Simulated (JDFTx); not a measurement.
An input for a modified build of JDFTx (COS (built from carbonyl sulfide), charge -1, multiplicity 2, CANDLE, water, 1 M NaCl; bohr, hartree) and the course of its log:

```
lattice \
  22.2042819644 0.0000000000 0.0000000000 \
  0.0000000000 17.4799666528 0.0000000000 \
  0.0000000000 0.0000000000 17.0075351216
coords-type Cartesian
ion O -2.5443862524 0.0004604854 -0.0000000000 0
ion C -0.3635954236 -0.0004604854 -0.0000000000 0
ion S 2.5443862524 0.0003767362 0.0000000000 0
ion-species pseudo/o_pbe_v1.2.upf
ion-species pseudo/c_pbe_v1.2.upf
ion-species pseudo/s_pbe_v1.4.upf
elec-cutoff 20 100
elec-ex-corr gga-PBE
symmetries none
elec-n-bands 9
spintype z-spin
elec-initial-magnetization 1 yes
elec-initial-charge +1
electronic-scf nIterations 100 energyDiffThreshold 1e-8
fluid LinearPCM
pcm-variant CANDLE
fluid-solvent H2O
fluid-cation Na+ 1
fluid-anion Cl- 1
fluid-minimize nIterations 400 knormThreshold 1e-11
dump-name s0.$VAR
dump End State Ecomponents EigStats BandEigs Forces ElecDensity IonicPositions FluidDebug
```

```
[one cycle in 5 is shown, and the last three; fluid-solver lines are left out]
SCF: Cycle:  0   Etot: -32.089996684109998   dEtot: -8.533e-03   |Residual|: 1.113e-02   |deigs|: 8.730e-04
SCF: Cycle:  5   Etot: -32.083864262398635   dEtot: -2.057e-03   |Residual|: 6.070e-03   |deigs|: 1.204e-03
SCF: Cycle: 10   Etot: -32.082514162468236   dEtot: +5.874e-04   |Residual|: 4.724e-03   |deigs|: 2.646e-04
SCF: Cycle: 15   Etot: -32.081516794364859   dEtot: +5.378e-04   |Residual|: 2.765e-03   |deigs|: 3.706e-04
SCF: Cycle: 20   Etot: -32.081758792247498   dEtot: -1.161e-04   |Residual|: 1.402e-03   |deigs|: 5.365e-04
SCF: Cycle: 25   Etot: -32.081846391094302   dEtot: +3.929e-05   |Residual|: 1.252e-03   |deigs|: 7.655e-05
SCF: Cycle: 30   Etot: -32.081978300219006   dEtot: -2.852e-05   |Residual|: 1.195e-03   |deigs|: 9.919e-05
SCF: Cycle: 35   Etot: -32.081977998809748   dEtot: +2.710e-05   |Residual|: 1.127e-03   |deigs|: 1.160e-04
SCF: Cycle: 40   Etot: -32.082063261773591   dEtot: -2.733e-05   |Residual|: 1.106e-03   |deigs|: 1.197e-04
SCF: Cycle: 45   Etot: -32.082050183446746   dEtot: -1.533e-05   |Residual|: 1.446e-03   |deigs|: 6.507e-05
SCF: Cycle: 50   Etot: -32.081988778052136   dEtot: +3.913e-05   |Residual|: 1.306e-03   |deigs|: 1.094e-04
SCF: Cycle: 55   Etot: -32.082039820562485   dEtot: +1.712e-05   |Residual|: 1.793e-03   |deigs|: 1.315e-04
SCF: Cycle: 60   Etot: -32.081927408503432   dEtot: +5.747e-05   |Residual|: 1.736e-03   |deigs|: 1.244e-04
SCF: Cycle: 65   Etot: -32.082109406778457   dEtot: +1.323e-06   |Residual|: 3.152e-03   |deigs|: 1.622e-04
SCF: Cycle: 70   Etot: -32.082773879071013   dEtot: -2.594e-04   |Residual|: 9.549e-03   |deigs|: 9.261e-05
SCF: Cycle: 75   Etot: -32.084368817318634   dEtot: -4.268e-04   |Residual|: 2.724e-02   |deigs|: 3.226e-04
SCF: Cycle: 80   Etot: -32.088261360971956   dEtot: -2.243e-04   |Residual|: 8.967e-02   |deigs|: 3.380e-04
SCF: Cycle: 85   Etot: -32.079983865093610   dEtot: +6.077e-04   |Residual|: 1.498e-01   |deigs|: 3.995e-04
SCF: Cycle: 90   Etot: -32.074043978264100   dEtot: +9.297e-04   |Residual|: 1.689e-01   |deigs|: 3.917e-04
SCF: Cycle: 95   Etot: -32.093542632726894   dEtot: -4.577e-03   |Residual|: 9.468e-02   |deigs|: 4.865e-03
SCF: Cycle: 97   Etot: -32.102259819697380   dEtot: -1.085e-03   |Residual|: 1.683e-02   |deigs|: 2.775e-03
SCF: Cycle: 98   Etot: -32.102580962090613   dEtot: -3.211e-04   |Residual|: 1.132e-02   |deigs|: 3.396e-04
SCF: Cycle: 99   Etot: -32.102806353068210   dEtot: -2.254e-04   |Residual|: 6.860e-03   |deigs|: 5.216e-04
SCF: None of the convergence criteria satisfied after 100 iterations.
IonicMinimize: Iter:   0  Etot: -32.102806353068210  |grad|_K:  0.000e+00
IonicMinimize: Converged (|grad|_K<1.000000e-04).
```

This run gave no converged result. The electronic loop ended without meeting its threshold, so the last energy, chemical potential and forces aren't results.
